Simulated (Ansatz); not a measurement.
Input file for Ansatz (a quantum-chemistry and plane-wave program): R-CCSD(T)/aug-cc-pV(T+d)Z on methanethiol (SMILES CS), atoms moved off the minimum. Files ending in .json are basis or fitting sets from the Basis Set Exchange.

Ansatz 0.2 input:
```yaml
crystal:
  periodic: [false, false, false]
  atoms:
    - {symbol: C, position_ang: [-1.05127701, -0.38240051, -0.03811098]}
    - {symbol: S, position_ang: [0.53523851, 0.22728228, -0.14812119]}
    - {symbol: H, position_ang: [-1.20577107, -1.03933779, 0.93905407]}
    - {symbol: H, position_ang: [-1.76201124, 0.35408281, -0.06026047]}
    - {symbol: H, position_ang: [-1.26677112, -1.26118671, -0.82145163]}
    - {symbol: H, position_ang: [1.25364593, -0.85880947, 0.15111792]}
basis:
  gaussian:
    orbitals: aug-cc-pV_T+d_Z.json
magnetization: {spin_polarized: false}
correlation: {method: ccsd_t, electrons: outside_noble_gas}
scf: {lower_state_search: off}
output: {forces: true}
```

Predict the final total energy.

-438.1576 hartree (reference determinant -437.7349, T1 diagnostic 0.010).

How many basis functions does it have, and what does it roughly cost on one machine?

193 functions; roughly 6 core-minutes.
